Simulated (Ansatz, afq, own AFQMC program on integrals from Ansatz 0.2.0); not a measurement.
AFQMC on a folder of integrals that Ansatz 0.2.0 wrote.

```yaml
crystal:
  periodic: [false, false, false]
  atoms:
    - {symbol: B, position_ang: [0.000000, 0.000000, 0.000000]}
    - {symbol: H, position_ang: [0.000000, 0.000000, 1.503000]}
basis:
  gaussian: {orbitals: cc-pVTZ}
magnetization: {spin_polarized: true, initial_magnetization: 0}
correlation: {method: ccsd_t, electrons: outside_noble_gas, hamiltonian_folder: ham}
```

```sh
$ ansatz run in.yaml --threads 1 --pin off --events-out ev --progress --plain --max-ram 16896MiB --backend cuda --devices 0, --max-vram 18GiB
```

Options of the walk:

```
--method phaseless --trial hf --walkers 4000 --populations 20 --least-time 40 --time-step 0.005 --steps-per-block 20 --equilibration-blocks 112 --max-blocks 4000 --target-error 0.0006000 --factor-cut 1e-05 --start spin_pure --seed 7819 --taylor-order 6
```

Times are imaginary, in 1/Eh. The walk had a cap of 49 s. With eight or more populations the least sampling time is a fifth of least-time, and the error comes from their spread.

Output of the walk:

```
orbitals 43  electrons 2 2  factors 251 of 251
reference energy -25.11471009 Eh
CCSD correlation -0.09742019 Eh in 14 cycles, weight of the determinant in the CISD state 0.7513
energy of the start -25.119502 Eh
 block  time / (1/Eh)  mean weight  energy / Eh
     1     0.100  1.0002  -25.135117
     2     0.200  1.0005  -25.146692
     3     0.300  1.0003  -25.155424
     4     0.400  1.0005  -25.162540
     5     0.500  1.0004  -25.168583
     9     0.900  1.0002  -25.185533
    21     2.100  1.0000  -25.202845
    41     4.100  1.0001  -25.211718
    61     6.100  0.9999  -25.215418
    81     8.100  1.0000  -25.212826
    91     9.100  1.0002  -25.218446
   101    10.100  1.0000  -25.214315
   121    12.100  1.0001  -25.215706
   141    14.100  1.0001  -25.211783
   161    16.100  1.0003  -25.210087
   181    18.100  0.9998  -25.213505
   201    20.100  1.0000  -25.213861
error from the spread of 20 populations
energy -25.213710 +/- 0.000568 Eh
(rows thinned)
```

The run passed its tests (sampling time, drift between the halves within three errors, error under three times the target), which doesn't prove that it has relaxed.

Against this walk (error 15.5 meV) on the same determinant: CCSD(T) 23.3 meV lower (within the noise), CCSDT(Q) 39.4 meV lower, full CI 39.7 meV lower, a separate phaseless walk with a CISD trial and standard settings 22.9 ± 15.6 meV lower (within the noise). The error is statistical and leaves out the bias of the constraint. The determinant has ⟨S²⟩ = 0.41, so the low cluster orders mix in higher spin, while the walk starts as a pure singlet. The determinant is a poor start (see the cautions), so the low cluster orders aren't to be relied on, and full CI is the sure value.

Cautions: constraint bias not in the error; strong correlation (T1 0.146, weight of the determinant 0.75, largest double 0.10); unrestricted determinant spin contaminated (⟨S²⟩ 0.41 against 0.00).

The walk took 31 s on 1 × NVIDIA H100 80GB HBM3 with 2 threads of AMD EPYC 7R13 Processor (Zen 3), on a shared host (the card was shared). The log's last line is the phaseless energy.

CCSDT and higher add their correlation energy to the determinant of the CCSD(T) run, since their own runs factorise the integrals more tightly (a shift of under 2 meV).
